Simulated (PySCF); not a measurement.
**HNO (nitroxyl): SCS-MP2/def2-TZVPPD**

What is the energy change on altering one bond length of HNO (nitroxyl) at SCS-MP2/def2-TZVPPD? Input form: a Python script.

Program for the calculation: PySCF 2.14.0.

2 further runs of the same task are left out: 2 set aside as unsound or not needed.

## 1. Starting point

The species is HNO (3 atoms), meant as a singlet with charge 0. As SMILES, `N=O`. The coordinates come from a PBE0-D4/def2-TZVP relaxation.

Bond lengths: N1–O2 1.190 Å, N1–H3 1.063 Å. Angles: O2–N1–H3 108.9°.

## 2. The energy at SCS-MP2/def2-TZVPPD

File input.py:

```python
# nitroxyl
from pyscf import gto, mp

mol = gto.M(
    atom=[
    ('N', (-0.283700, 0.312790, -0.117160)),
    ('O', (0.755300, 0.397200, 0.456500)),
    ('H', (-0.471600, -0.709980, -0.339350)),
],
    max_memory=1860,
    verbose=4,
    spin=0,
    basis='def2-tzvppd',
)

calc0 = mol.RHF()
calc0.conv_tol = 1e-10
calc0.kernel()
if not calc0.converged:
    calc0 = calc0.newton().run(calc0.mo_coeff, calc0.mo_occ)

pt = mp.MP2(calc0, frozen=2).run()
e_final = calc0.e_tot + 1.2 * pt.e_corr_os + pt.e_corr_ss / 3
print('E(%s) = %.9f' % ('SCS-MP2', e_final))
```

Run with:

```console
$ OMP_NUM_THREADS=1 python input.py
```

Log:

```text
PySCF version 2.14.0

[INPUT] num. atoms = 3
[INPUT] num. electrons = 16
[INPUT] charge = 0
[INPUT] spin (= nelec alpha-beta = 2S) = 0
[INPUT] symmetry False subgroup None
[INPUT] Mole.unit = angstrom
[INPUT] Symbol           X                Y                Z      unit          X                Y                Z       unit  Magmom
[INPUT]  1 N     -0.283700000000   0.312790000000  -0.117160000000 AA   -0.536115301539   0.591087434503  -0.221400312754 Bohr   0.0
[INPUT]  2 O      0.755300000000   0.397200000000   0.456500000000 AA    1.427310141884   0.750599216677   0.862659975864 Bohr   0.0
[INPUT]  3 H     -0.471600000000  -0.709980000000  -0.339350000000 AA   -0.891194840345  -1.341667753919  -0.641278560371 Bohr   0.0

nuclear repulsion = 30.6971917247186
number of shells = 34
number of NR pGTOs = 126
number of NR cGTOs = 94
basis = def2-tzvppd
ecp = {}

******** <class 'pyscf.scf.hf.RHF'> ********
method = RHF
initial guess = minao
damping factor = 0
level_shift factor = 0
DIIS = <class 'pyscf.scf.diis.CDIIS'>
diis_start_cycle = 1
diis_space = 8
diis_damp = 0
SCF conv_tol = 1e-10
SCF conv_tol_grad = None
SCF max_cycles = 50
direct_scf = True
direct_scf_tol = 1e-13
Set gradient conv threshold to 1e-05
Initial guess from minao.
init E= -129.947864025057
  HOMO = -0.207169809897479  LUMO = -0.0880185251526342  gap/eV = 3.24227
cycle= 1 E= -129.764244826145  delta_E= 0.184  |g|= 0.62  |ddm|= 1.45
  HOMO = -0.413938671051305  LUMO = 0.0217221306701788  gap/eV = 11.85493
cycle= 2 E= -129.798727547446  delta_E= -0.0345  |g|= 0.531  |ddm|= 0.558
  HOMO = -0.429170944101045  LUMO = 0.0595855829988978  gap/eV = 13.29974
cycle= 3 E= -129.844474252699  delta_E= -0.0457  |g|= 0.0549  |ddm|= 0.225
  HOMO = -0.417100207729007  LUMO = 0.0800235317744818  gap/eV = 13.52743
cycle= 4 E= -129.84534722221  delta_E= -0.000873  |g|= 0.0226  |ddm|= 0.0436
  HOMO = -0.423010675248349  LUMO = 0.0786248411303993  gap/eV = 13.65020
cycle= 5 E= -129.84554776462  delta_E= -0.000201  |g|= 0.00743  |ddm|= 0.025
  HOMO = -0.422995308437081  LUMO = 0.079547526069751  gap/eV = 13.67489
cycle= 6 E= -129.84558710944  delta_E= -3.93e-05  |g|= 0.00346  |ddm|= 0.0103
  HOMO = -0.423490031599457  LUMO = 0.0794456206000198  gap/eV = 13.68558
cycle= 7 E= -129.845595720248  delta_E= -8.61e-06  |g|= 0.00101  |ddm|= 0.00614
  HOMO = -0.423466928725105  LUMO = 0.0795305694613878  gap/eV = 13.68726
cycle= 8 E= -129.845596370243  delta_E= -6.5e-07  |g|= 0.000192  |ddm|= 0.00197
  HOMO = -0.423455116807723  LUMO = 0.0795237184994606  gap/eV = 13.68675
cycle= 9 E= -129.845596401685  delta_E= -3.14e-08  |g|= 4.24e-05  |ddm|= 0.000426
  HOMO = -0.423455658718972  LUMO = 0.079521713742887  gap/eV = 13.68671
cycle= 10 E= -129.845596403089  delta_E= -1.4e-09  |g|= 8.77e-06  |ddm|= 0.000104
  HOMO = -0.423456258508317  LUMO = 0.0795215178600168  gap/eV = 13.68672
cycle= 11 E= -129.845596403144  delta_E= -5.47e-11  |g|= 2.35e-06  |ddm|= 2.23e-05
  HOMO = -0.423456419364285  LUMO = 0.0795213254651595  gap/eV = 13.68672
Extra cycle  E= -129.845596403147  delta_E= -3.07e-12  |g|= 1.29e-06  |ddm|= 3.92e-06
converged SCF energy = -129.845596403147

******** <class 'pyscf.mp.mp2.RMP2'> ********
nocc = 6, nmo = 92
frozen orbitals 2
E(RMP2) = -130.279506888035  E_corr = -0.433910484887909
E(SCS-RMP2) = -130.272920542912  E_corr = -0.427324139764934
E_corr(same-spin) = -0.107732817808335
E_corr(oppo-spin) = -0.326177667079574
E(SCS-MP2) = -130.272920543
```

Wall time 2 s (1 thread of Arm Neoverse V1, shared host); peak memory 0.21 GiB.

## 3. The distorted shape at the same level

File calc.py:

```python
from pyscf import gto, scf, mp

system = gto.M(
    atom='''
N     -0.429580     1.170973    -0.095424
O      1.533845     1.330484     0.988637
H     -0.891195    -1.341668    -0.641279
''',
    max_memory=1860,
    charge=0,
    unit='bohr',
    basis='def2-tzvppd',
    verbose=3,
)

myscf = scf.RHF(system)
myscf.conv_tol = 1e-10
myscf.kernel()
if not myscf.converged:
    myscf = myscf.newton().run(myscf.mo_coeff, myscf.mo_occ)

pt = mp.MP2(myscf, frozen=2).run()
energy = myscf.e_tot + 1.2 * pt.e_corr_os + pt.e_corr_ss / 3
print('E = %.10f Eh' % energy)
```

Run with:

```console
$ OMP_NUM_THREADS=1 python calc.py
```

Log:

```text
converged SCF energy = -129.801396216229
E(RMP2) = -130.251006336476  E_corr = -0.449610120246632
E(SCS-RMP2) = -130.244307239093  E_corr = -0.442911022863395
E = -130.2443072391 Eh
```

Wall time 2 s (1 thread of Arm Neoverse V1, shared host); peak memory 0.21 GiB.

## 4. Results

At SCS-MP2/def2-TZVPPD, 2 core orbitals frozen:

| quantity | value |
| --- | --- |
| first shape: total energy | -130.27292 Eh |
| first shape: dipole moment (Hartree–Fock density) | 1.92 D |
| first shape: HOMO energy (Hartree–Fock orbitals) | -11.52 eV |
| first shape: LUMO energy (Hartree–Fock orbitals) | 2.16 eV |
| first shape: HOMO–LUMO gap (Hartree–Fock orbitals) | 13.69 eV |
| first shape: correlation energy (2 core orbitals frozen) | -427.3 mEh |
| distorted shape: total energy | -130.24431 Eh |
| distorted shape: dipole moment (Hartree–Fock density) | 1.28 D |
| distorted shape: HOMO energy (Hartree–Fock orbitals) | -10.93 eV |
| distorted shape: LUMO energy (Hartree–Fock orbitals) | 2.01 eV |
| distorted shape: HOMO–LUMO gap (Hartree–Fock orbitals) | 12.95 eV |
| distorted shape: correlation energy (2 core orbitals frozen) | -442.9 mEh |
| energy change with the N1–H3 bond stretched from 1.063 to 1.382 Å | 0.779 eV |

In words: With the N1–H3 bond stretched from 1.063 to 1.382 Å the energy rises by 0.78 eV (75.1 kJ/mol). The first shape isn't relaxed at this level, so the change isn't measured from a minimum.
